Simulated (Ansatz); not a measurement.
```yaml
crystal:
  periodic: [false, false, false]
  atoms:
    - {symbol: C, position_ang: [-0.191518, 0.937994, 0.985876]}
    - {symbol: C, position_ang: [0.704782, -0.098086, 1.315158]}
    - {symbol: C, position_ang: [0.317233, -0.372348, 0.058340]}
    - {symbol: C, position_ang: [-0.369975, 0.372434, -0.068125]}
    - {symbol: C, position_ang: [-0.604095, 0.114435, -1.127280]}
    - {symbol: C, position_ang: [0.191539, -0.803982, -0.985884]}
    - {symbol: H, position_ang: [-0.809655, 0.780939, 1.739686]}
    - {symbol: H, position_ang: [0.176669, 1.548607, 1.029443]}
    - {symbol: H, position_ang: [1.610609, 0.135051, 1.459568]}
    - {symbol: H, position_ang: [0.394156, -0.738039, 1.712704]}
    - {symbol: H, position_ang: [-1.380528, -0.135090, -1.250929]}
    - {symbol: H, position_ang: [-0.394255, 0.737986, -1.998249]}
    - {symbol: H, position_ang: [-0.176670, -1.806691, -1.029365]}
    - {symbol: H, position_ang: [0.944567, -0.911141, -1.739761]}
basis:
  gaussian: {orbitals: aug-pcseg-2}
hamiltonian: {xc: {name: SVWN5}}
scf: {lower_state_search: full}
output: {forces: true}
```

```sh
$ ansatz run in.yaml --threads 4 --pin off --events-out ev --progress --plain --max-ram 10444MiB
```

Output, abridged:

```
Functional definition: SVWN5
1704 factors; their error is unknown
mean field evaluation 1: about -6199.5142 eV, gradient 1.7e2 eV
mean field evaluation 2: about -5380.4069 eV, gradient 4.8e2 eV
mean field evaluation 4: about -6258.8928 eV, gradient 2.8e1 eV
mean field evaluation 8: about -6260.3795 eV, gradient 1.6e-1 eV
mean field evaluation 16: about -6260.2941 eV, gradient 1.0e-3 eV
mean field -6260.29412387 eV, -230.0615656726 hartree, gradient 1.3e-5 eV, S^2 0.000000; 0 other end points of the search recorded, 7 dependent functions left out
reference -6260.29420312 eV, -230.0615685850 hartree; 22, 22 occupied and 431, 431 virtual orbitals, 1704 factors
Total energy: -6260.29420312 eV, -230.0615685850 hartree
Atom 0 at    -0.191518     0.937994     0.985876 Å, force   -19.285013   -23.042518    10.845000 eV/Å
Atom 1 at     0.704782    -0.098086     1.315158 Å, force     7.159209    10.620005    -5.787605 eV/Å
Atom 2 at     0.317233    -0.372348     0.058340 Å, force    32.815405   -24.540147    23.220253 eV/Å
Atom 3 at    -0.369975     0.372434    -0.068125 Å, force   -24.374385    33.887850     9.602275 eV/Å
Atom 4 at    -0.604095     0.114435    -1.127280 Å, force    -2.721197    11.367793   -29.523775 eV/Å
Atom 5 at     0.191539    -0.803982    -0.985884 Å, force     9.508876   -24.789132   -22.892179 eV/Å
Atom 6 at    -0.809655     0.780939     1.739686 Å, force    -4.396690     0.936180     3.658966 eV/Å
Atom 7 at     0.176669     1.548607     1.029443 Å, force    20.630872    37.056565     2.660367 eV/Å
Atom 8 at     1.610609     0.135051     1.459568 Å, force     7.223797     1.596794     1.606225 eV/Å
Atom 9 at     0.394156    -0.738039     1.712704 Å, force    -7.663272   -16.401898    12.534050 eV/Å
Atom 10 at    -1.380528    -0.135090    -1.250929 Å, force   -19.617460    -5.844642    -4.144223 eV/Å
Atom 11 at    -0.394255     0.737986    -1.998249 Å, force    -0.023935     1.009930    -0.511982 eV/Å
Atom 12 at    -0.176670    -1.806691    -1.029365 Å, force    -0.862989    -1.835355    -0.437730 eV/Å
Atom 13 at     0.944567    -0.911141    -1.739761 Å, force     1.606784    -0.021424    -0.829643 eV/Å
Dipole moment:     0.008970    -0.009361     0.035036 e Å
```

In this input the geometry is squeezed to about two thirds of its size. The calculation finished and met its thresholds. The result belongs to that input, not to the molecule as meant.
